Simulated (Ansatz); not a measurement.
## Molecular dynamics of C$_{3}$H$_{6}$Cl, charge -1

Input file:

```yaml
crystal:
  periodic: [false, false, false]
  atoms:
    - { symbol: Cl, position_ang: [0.15744, 0.387693, -3.231673] }
    - { symbol: C, position_ang: [0.020132, 0.729839, 0.762353] }
    - { symbol: C, position_ang: [0.581112, -0.242411, -0.258815] }
    - { symbol: C, position_ang: [-0.632727, -0.625799, 0.567224] }
    - { symbol: H, position_ang: [0.559227, 0.903853, 1.69758] }
    - { symbol: H, position_ang: [-0.507068, 1.611297, 0.389958] }
    - { symbol: H, position_ang: [1.517564, -0.734017, 0.022986] }
    - { symbol: H, position_ang: [0.436203, -0.01088, -1.38432] }
    - { symbol: H, position_ang: [-1.601167, -0.660696, 0.062746] }
    - { symbol: H, position_ang: [-0.530717, -1.359079, 1.371861] }
total_charge: -1
basis:
  gaussian: { orbitals: STO-3G }
hamiltonian:
  xc: pbe0
md:
  timestep: 0.5
  n_steps: 600
  ensemble: nve
  temperature: 400.0
  initial_velocities: maxwell_boltzmann
  seed: 497590
scf:
  lower_state_search: "off"
```

Launched with:

```bash
$ ansatz run input.yaml --threads 1 --pin off --max-ram 2048MiB --backend cpu --events-out ev --progress --plain --runs-dir out
```

It starts from a relaxed structure.

Output, in part (step lines, the closing report, with atoms numbered from 0):

```
md step     0: t =     0.00 fs  T =   400.0 K  F+E_penalty+E_count = -15546.90545783 eV  E_kin = 0.413632 eV  conserved = -15546.49182584 eV  (12 SCF iters)
md step     1: t =     0.50 fs  T =   392.9 K  F+E_penalty+E_count = -15546.89804794 eV  E_kin = 0.406296 eV  conserved = -15546.49175175 eV  (17 SCF iters)
md step     2: t =     1.00 fs  T =   372.6 K  F+E_penalty+E_count = -15546.87688365 eV  E_kin = 0.385345 eV  conserved = -15546.49153833 eV  (17 SCF iters)
md step     3: t =     1.50 fs  T =   342.4 K  F+E_penalty+E_count = -15546.84532789 eV  E_kin = 0.354072 eV  conserved = -15546.49125580 eV  (17 SCF iters)
md step     4: t =     2.00 fs  T =   306.4 K  F+E_penalty+E_count = -15546.80782841 eV  E_kin = 0.316835 eV  conserved = -15546.49099341 eV  (17 SCF iters)
md step     5: t =     2.50 fs  T =   268.6 K  F+E_penalty+E_count = -15546.76854550 eV  E_kin = 0.277729 eV  conserved = -15546.49081659 eV  (17 SCF iters)
md step     6: t =     3.00 fs  T =   231.7 K  F+E_penalty+E_count = -15546.73032839 eV  E_kin = 0.239587 eV  conserved = -15546.49074126 eV  (17 SCF iters)
md step     7: t =     3.50 fs  T =   197.0 K  F+E_penalty+E_count = -15546.69445628 eV  E_kin = 0.203723 eV  conserved = -15546.49073312 eV  (16 SCF iters)
[... lines left out ...]
md step   597: t =   298.50 fs  T =   153.0 K  F+E_penalty+E_count = -15546.64938081 eV  E_kin = 0.158245 eV  conserved = -15546.49113566 eV  (18 SCF iters)
md step   598: t =   299.00 fs  T =   144.8 K  F+E_penalty+E_count = -15546.64058457 eV  E_kin = 0.149755 eV  conserved = -15546.49082936 eV  (18 SCF iters)
md step   599: t =   299.50 fs  T =   139.9 K  F+E_penalty+E_count = -15546.63521174 eV  E_kin = 0.144685 eV  conserved = -15546.49052650 eV  (18 SCF iters)
md step   600: t =   300.00 fs  T =   142.7 K  F+E_penalty+E_count = -15546.63791488 eV  E_kin = 0.147529 eV  conserved = -15546.49038618 eV  (18 SCF iters)
Total energy: -15546.63793165 eV, -571.3284060986 hartree
Atom 0 at     0.162616     0.390131    -3.256013 Å, force    -0.000436    -0.096635     0.085592 eV/Å
Atom 1 at     0.005374     0.741582     0.788365 Å, force     0.039878    -2.109539    -1.643172 eV/Å
Atom 2 at     0.562670    -0.255002    -0.266993 Å, force    -0.320423     0.845997     0.820077 eV/Å
Atom 3 at    -0.617032    -0.630451     0.617269 Å, force    -0.806705     0.468747    -1.602240 eV/Å
Atom 4 at     0.602397     0.778985     1.661606 Å, force     0.780289     1.006009     1.210289 eV/Å
Atom 5 at    -0.523929     1.595918     0.421145 Å, force    -0.460863     0.876823     0.193956 eV/Å
Atom 6 at     1.528010    -0.577800     0.111947 Å, force     0.361929    -0.727983    -0.360526 eV/Å
Atom 7 at     0.416123    -0.084724    -1.418901 Å, force     0.075299     0.242946     0.439608 eV/Å
Atom 8 at    -1.568256    -0.580314     0.049956 Å, force     0.355269    -0.521284     0.591027 eV/Å
Atom 9 at    -0.553742    -1.401797     1.382250 Å, force    -0.024236     0.014921     0.265389 eV/Å
Dipole moment:    -0.099405    -0.176948     1.529256 e Å
```

The steps, from the saved trajectory:

| time (fs) | T (K) | potential energy less start (eV) | conserved less start (meV/atom) |
| --- | --- | --- | --- |
| 0.0 | 400 | 0.000 | 0.00 |
| 10.0 | 193 | 0.215 | 0.06 |
| 20.0 | 224 | 0.183 | 0.09 |
| 30.0 | 136 | 0.274 | 0.10 |
| 40.0 | 338 | 0.064 | 0.05 |
| 50.0 | 198 | 0.210 | 0.07 |
| 60.0 | 216 | 0.192 | 0.09 |
| 70.0 | 122 | 0.288 | 0.10 |
| 80.0 | 294 | 0.110 | 0.06 |
| 90.0 | 181 | 0.227 | 0.09 |
| 100.0 | 210 | 0.197 | 0.11 |
| 110.0 | 110 | 0.301 | 0.13 |
| 120.0 | 257 | 0.149 | 0.09 |
| 130.0 | 186 | 0.222 | 0.10 |
| 140.0 | 180 | 0.228 | 0.11 |
| 150.0 | 134 | 0.276 | 0.12 |
| 160.0 | 222 | 0.185 | 0.11 |
| 170.0 | 181 | 0.228 | 0.11 |
| 180.0 | 145 | 0.264 | 0.11 |
| 190.0 | 139 | 0.271 | 0.10 |
| 200.0 | 210 | 0.198 | 0.06 |
| 210.0 | 237 | 0.169 | 0.05 |
| 220.0 | 137 | 0.273 | 0.10 |
| 230.0 | 143 | 0.267 | 0.11 |
| 240.0 | 188 | 0.220 | 0.09 |
| 250.0 | 235 | 0.172 | 0.10 |
| 260.0 | 141 | 0.269 | 0.13 |
| 270.0 | 128 | 0.283 | 0.14 |
| 280.0 | 149 | 0.261 | 0.14 |
| 290.0 | 256 | 0.150 | 0.11 |
| 300.0 | 143 | 0.268 | 0.14 |

All steps were run. The conserved energy stayed within 0.17 meV per atom of its start (net change 0.14 meV per atom), so the integration is sound. The temperature averaged 0.50 of the 400 K drawn at the start: a run that starts near a minimum puts about half its kinetic energy into the potential. A run of 0.3 ps of so small a system gives no equilibrium averages. Limits of this set-up: minimal basis, an anion without diffuse functions, the dipole of an ion depends on the origin.

The same pairs are bonded in the first frame and the last. Pairs count as bonded within 1.25 times the sum of covalent radii (0.12 Å more for H–H).

Last frame:

```xyz
10
Properties=species:S:1:pos:R:3
Cl 0.163 0.390 -3.256
C 0.005 0.742 0.788
C 0.563 -0.255 -0.267
C -0.617 -0.630 0.617
H 0.602 0.779 1.662
H -0.524 1.596 0.421
H 1.528 -0.578 0.112
H 0.416 -0.085 -1.419
H -1.568 -0.580 0.050
H -0.554 -1.402 1.382
```

Time of the run: 4 min on 1 thread of AMD EPYC 9R45 96-Core Processor (Zen 5), on a shared host, peak memory 0.12 GiB.
